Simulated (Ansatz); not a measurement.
```yaml
crystal:
  periodic: [false, false, false]
  atoms:
    - {symbol: Al, position_ang: [-2.376808, -0.244787, -0.002396]}
    - {symbol: Ge, position_ang: [-0.007688, 0.224763, 0.001425]}
    - {symbol: S, position_ang: [2.024757, -0.360213, -0.001571]}
    - {symbol: H, position_ang: [-0.233555, 1.813762, 0.011435]}
basis:
  gaussian: {orbitals: def2-TZVP}
magnetization: {spin_polarized: true, initial_magnetization: 2}
hamiltonian: {xc: pbe0}
relax: {f_tol: 0.004, max_steps: 80}
```

```sh
$ ansatz run in.yaml --threads 1 --pin off --events-out ev --progress --plain --max-ram 2176MiB
```

Steps of the relaxation (energy above the last step; positions in Å, forces in eV/Å):

```
4
step 1, 137.7 meV
Al   -2.377   -0.245   -0.002   -0.448   -0.184   -0.001
Ge   -0.008    0.225    0.001    1.197    0.639    0.004
S     2.025   -0.360   -0.002   -0.775    0.073    0.000
H    -0.234    1.814    0.011    0.026   -0.528   -0.003
```

```
4
step 2, 68.4 meV
Al   -2.383   -0.288   -0.003   -0.041   -0.121   -0.001
Ge    0.023    0.281    0.002    0.321    0.246    0.002
S     1.991   -0.389   -0.002   -0.295   -0.035    0.000
H    -0.224    1.830    0.012    0.016   -0.091   -0.001
```

```
4
step 3, 22.4 meV
Al   -2.315   -0.470   -0.004    0.239    0.032    0.000
Ge    0.038    0.453    0.003   -0.008   -0.338   -0.002
S     1.865   -0.536   -0.003   -0.360    0.232    0.001
H    -0.182    1.986    0.013    0.129    0.073    0.001
```

```
4
step 7, 0.0 meV
Al   -2.243   -0.575   -0.004    0.001    0.000    0.000
Ge   -0.011    0.511    0.003    0.001   -0.002    0.000
S     1.752   -0.559   -0.003   -0.002    0.001    0.000
H    -0.091    2.057    0.013    0.000    0.000    0.000
```

Close pairs at the end: Ge2–H4 1.548 Å, Ge2–S3 2.062 Å, Al1–Ge2 2.483 Å.

A stationary point of unrestricted PBE0 after 7 steps, with ⟨S²⟩ = 2.015 against 2.00 for a pure state; no frequencies were run, so it isn't proven a minimum. 2.8 min on 1 thread of Intel Xeon Platinum 8488C, shared host.
